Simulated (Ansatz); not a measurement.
```yaml
crystal:
  periodic: [false, false, false]
  atoms:
    - {symbol: Ga, position_ang: [-1.220779, 0.079463, -0.010817]}
    - {symbol: As, position_ang: [1.178327, -0.097792, 0.010736]}
    - {symbol: H, position_ang: [-2.034563, 1.460983, -0.036606]}
    - {symbol: H, position_ang: [-2.296970, -1.105459, -0.002803]}
    - {symbol: H, position_ang: [1.190726, 1.416696, -0.010344]}
basis:
  gaussian: {orbitals: def2-TZVP}
magnetization: {spin_polarized: true, initial_magnetization: 1}
hamiltonian: {xc: pbe0}
relax: {f_tol: 0.004, max_steps: 80}
```

```sh
$ ansatz run in.yaml --threads 1 --pin off --events-out ev --progress --plain --max-ram 2176MiB
```

Steps of the relaxation (energy above the last step; positions in Å, forces in eV/Å):

```
5
step 1, 99.2 meV
Ga   -1.221    0.079   -0.011   -1.110    0.081   -0.010
As    1.178   -0.098    0.011   -0.010   -0.195    0.003
H    -2.035    1.461   -0.037    0.451   -0.090    0.005
H    -2.297   -1.105   -0.003    0.495   -0.050    0.005
H     1.191    1.417   -0.010    0.174    0.254   -0.002
```

```
5
step 2, 32.4 meV
Ga   -1.348    0.083   -0.012   -0.221    0.198   -0.005
As    1.072   -0.087    0.010    0.131   -0.028    0.001
H    -1.928    1.578   -0.037   -0.043   -0.489    0.006
H    -2.220   -1.258    0.000    0.187    0.420   -0.004
H     1.241    1.437   -0.010   -0.055   -0.101    0.001
```

```
5
step 3, 4.5 meV
Ga   -1.325    0.105   -0.012   -0.097    0.066   -0.002
As    1.098   -0.106    0.010   -0.059    0.046   -0.001
H    -1.985    1.545   -0.037    0.040   -0.185    0.003
H    -2.203   -1.207   -0.001    0.061    0.104   -0.001
H     1.233    1.417   -0.010    0.055   -0.031    0.001
```

```
5
step 4, 1.0 meV
Ga   -1.329    0.108   -0.012    0.016    0.041    0.000
As    1.094   -0.102    0.010   -0.043    0.002    0.000
H    -2.004    1.527   -0.037   -0.007   -0.010    0.000
H    -2.204   -1.196   -0.001    0.017   -0.022    0.000
H     1.260    1.417   -0.010    0.017   -0.011    0.000
```

```
5
step 7, 0.0 meV
Ga   -1.336    0.121   -0.012   -0.001    0.000    0.000
As    1.083   -0.105    0.010    0.000    0.000    0.000
H    -2.031    1.529   -0.038    0.000    0.000    0.000
H    -2.186   -1.200   -0.001    0.000    0.000    0.000
H     1.287    1.409   -0.009    0.000    0.000    0.000
```

Close pairs at the end: As2–H5 1.528 Å, Ga1–H3 1.570 Å, Ga1–H4 1.571 Å, Ga1–As2 2.429 Å.

A stationary point of unrestricted PBE0 after 7 steps, with ⟨S²⟩ = 0.754 against 0.75 for a pure state; no frequencies were run, so it isn't proven a minimum. 47 s on 1 thread of Intel Xeon Platinum 8488C, shared host.
